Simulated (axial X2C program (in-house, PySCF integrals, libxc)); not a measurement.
SiH along the bond: PBE, with spin–orbit coupling

Calculated with an axial X2C code built on PySCF integrals. Two-component (2c) means X2C with spin–orbit coupling and atomic mean-field two-electron Coulomb and Gaunt terms. Basis: Si dyall-v3z [8s7p2d1f], H dyall-v3z [6s2p1d] (cores contracted in-house); Gaussian nuclei, density fitting, unrestricted open shells. Masses: Si 27.977 u, H 1.008 u.

State: Ω = 1/2 (⟨Sz⟩ = -0.50, ⟨Lz⟩ = 1.00 at PBE). Dipoles are positive if H is the positive end.

Results along the bond:

| R (Å) | μ (D) | HOMO (eV) | LUMO (eV) |
| --- | --- | --- | --- |
| 1.336 | 0.583 | -4.46 | -4.44 |
| 1.398 | 0.443 | -4.47 | -4.45 |
| 1.444 | 0.334 | -4.48 | -4.46 |
| 1.490 | 0.223 | -4.49 | -4.47 |
| 1.536 | 0.109 | -4.50 | -4.48 |
| 1.590 | -0.026 | -4.52 | -4.50 |
| 1.643 | -0.164 | -4.54 | -4.52 |
| 1.713 | -0.343 | -4.56 | -4.55 |
| 1.797 | -0.563 | -4.60 | -4.58 |
| 1.920 | -0.882 | -4.66 | -4.64 |

The state is one determinant whose occupation by symmetry is held fixed; it was picked as the lowest of a PBE0 search that is not exhaustive. Density functionals use the spin component along the axis (collinear). Without a current term, density functionals place determinants with orbital angular momentum somewhat too high.
